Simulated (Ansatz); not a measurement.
Start from BP in the zinc blende structure (space group F-43m, No. 216; a = 4.548 Å).

Method: PBE (Ansatz, an electronic-structure program, PAW, spin-orbit coupling left out).

Modification: Al takes the place of B on all its sites, then cell and atoms are relaxed.

Measured lattice parameter a: BP 4.525 Å (static lattice; corrected from measurement; as listed in Daniel Mejia-Rodriguez, S. B. Trickey, Phys. Rev. B (2018)); AlP 5.451 Å (static lattice; corrected from measurement; as listed in Daniel Mejia-Rodriguez, S. B. Trickey, Phys. Rev. B (2018)).

Problem. How well does PBE reproduce the measured shift?

Solution. With PBE the lattice parameter a moves by +0.959 Å (4.548 → 5.508) against +0.926 Å measured.

Stability against distortions was not tested.
